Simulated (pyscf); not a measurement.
Thermochemistry of product channels of O=Ta(=O)–Cl (SMILES [O]=[Ta](=[O])[Cl]) + H₂O (SMILES O) on the singlet surface, in eV, from ωB97M-D3(BJ)/def2-TZVP energies (ideal gas, 1 atm, RRHO with modes under 100 cm⁻¹ raised to 100, one conformer, R ln 2 for chiral ones without a mode under 150 cm⁻¹). PySCF, gas phase, ωB97X-D3(BJ)/def2-SVP geometries.

```json
[
 {"products": "O=Ta(=O)–OH (SMILES [O]=[Ta](=[O])[OH]) + HCl (SMILES Cl)", "ΔE": "+0.33", "ΔH(298 K)": "+0.25", "ΔG(298 K)": "+0.24", "ΔG(1200 K)": "+0.16"},
 {"products": "O=Ta(OH)(OH)–Cl (SMILES [O]=[Ta]([OH])([OH])[Cl])", "ΔE": "-3.76", "ΔH(298 K)": "-3.73", "ΔG(298 K)": "-3.28", "ΔG(1200 K)": "-2.05"}
]
```

These are energies of the channels, which say nothing of barriers. Elements past Kr carry the def2 core potentials, without spin-orbit coupling.
